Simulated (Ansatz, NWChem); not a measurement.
# SF4 (sulfur tetrafluoride): from total energies to a heat of formation

The species is SF4 (5 atoms), meant as a singlet with charge 0. SMILES: `FS(F)(F)F`. Geometry: relaxed at PBE0-D4/def2-TZVP.

Total energies at M06-L/6-311+G** (NWChem 7.3.0); the atoms run unrestricted:

```tsv
species	state	energy (Eh)
SF4	singlet	-797.539046
F	doublet	-99.744883
S	triplet	-398.103951
```

Harmonic wavenumbers at PBE0-D4/def2-TZVP, in cm⁻¹: 225, 351, 463, 528, 532, 564, 748, 873, 903.

Measured heats of formation of the gaseous atoms at 298.15 K, in kJ/mol: F 79.4, S 277.0. Spin-orbit lowering of the atoms at 298 K (mean of the ground term's levels less their thermal mean, from spectra), in kJ/mol: F 1.29, S 1.88. Take 1 Eh = 2625.50 kJ/mol, 1 cm⁻¹ = 0.0119627 kJ/mol, RT = 2.479 kJ/mol.

Work out the heat of formation of the gas at 298 K.


1. Electronic atomisation energy: 4 × (-99.744883) + (-398.103951) − (-797.539046) = 0.455563 Eh = 1196.1 kJ/mol.
2. Zero-point energy: half the sum of the wavenumbers, 2593.5 cm⁻¹ = 31.0 kJ/mol.
3. Thermal vibrational enthalpy, Σ hcν̃/(exp(hcν̃/kT) − 1): 5.1 kJ/mol. Translation, rotation and pV of a non-linear molecule: 4 RT = 9.9 kJ/mol.
4. The 5 free atoms carry 5/2 RT each: 31.0 kJ/mol.
5. Spin-orbit coupling lowers the free atoms by 4 × 1.29 + 1.88 = 7.0 kJ/mol.
6. Atomisation enthalpy at 298 K: 1196.1 − 7.0 − 31.0 − 5.1 − 9.9 + 31.0 = 1174.1 kJ/mol.
7. Sum of the atoms' heats of formation: 594.6 kJ/mol. Heat of formation: 594.6 − 1174.1 = -579.5 kJ/mol.

The tabulated value is -763.2 kJ/mol (NIST-JANAF tables; in doubt: the best levels miss it by far, so the table may be at fault), so this level is off by +183.7 kJ/mol, or 13.5 % of the atomisation enthalpy that the table implies (1357.6 kJ/mol). Anharmonicity and any spin-orbit splitting of the molecule are left out.
